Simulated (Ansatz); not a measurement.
`C=NC=O`, 7 atoms. The species carries charge 0 and has multiplicity 1. All runs use 2 threads of an Arm Neoverse N1 on a shared host. Correlated methods freeze the cores. Open-shell runs search over several starts.

Question: Give the basis size and wall time and peak host memory of each of these runs in Ansatz. RKS ωB97M-V/def2-QZVPP energy; direct RPA on PBE orbitals/def2-TZVPP energy; RKS PBE-QIDH (frozen core)/def2-TZVPP energy; UKS r2SCAN-D4/def2-TZVPP energy of the cation; RKS PBE0-D4/def2-QZVPP energy; RKS revPBE-D4/def2-TZVPP energy; RKS r2SCAN-D4/def2-TZVPP energy and forces; RKS BLYP-D4/def2-TZVPP energy; UKS ωB97X-V/def2-TZVPP energy of the cation; UKS B2PLYP (frozen core)/def2-TZVPP energy of the cation; RHF-CCSD(T)/def2-TZVPP energy; UKS B3LYP-D4/def2-TZVPP energy of the cation. (An estimate is asked.)

Answer: Ansatz gave: Other jobs shared the machine, so times are rough.

```
                                level                   job  functions  wall time  peak host memory (GiB)
             RKS revPBE-D4/def2-TZVPP                energy        166      2.2 s                    0.15
               RKS BLYP-D4/def2-TZVPP                energy        166      2.4 s                    0.15
             RKS r2SCAN-D4/def2-TZVPP     energy and forces        166        5 s                    0.17
RKS PBE-QIDH (frozen core)/def2-TZVPP                energy        166      5.5 s                    0.28
direct RPA on PBE orbitals/def2-TZVPP                energy        166      5.5 s                    0.28
              UKS B3LYP-D4/def2-TZVPP  energy of the cation        166      7.5 s                    0.32
               RKS PBE0-D4/def2-QZVPP                energy        318      7.5 s                    0.73
             UKS r2SCAN-D4/def2-TZVPP  energy of the cation        166       13 s                    0.32
  UKS B2PLYP (frozen core)/def2-TZVPP  energy of the cation        166       19 s                    0.36
               RKS ωB97M-V/def2-QZVPP                energy        318       19 s                    0.89
               UKS ωB97X-V/def2-TZVPP  energy of the cation        166       40 s                    0.57
               RHF-CCSD(T)/def2-TZVPP                energy        166       54 s                     1.4
```

B3LYP here is the variant with VWN-RPA as its local correlation; programs differ in this.
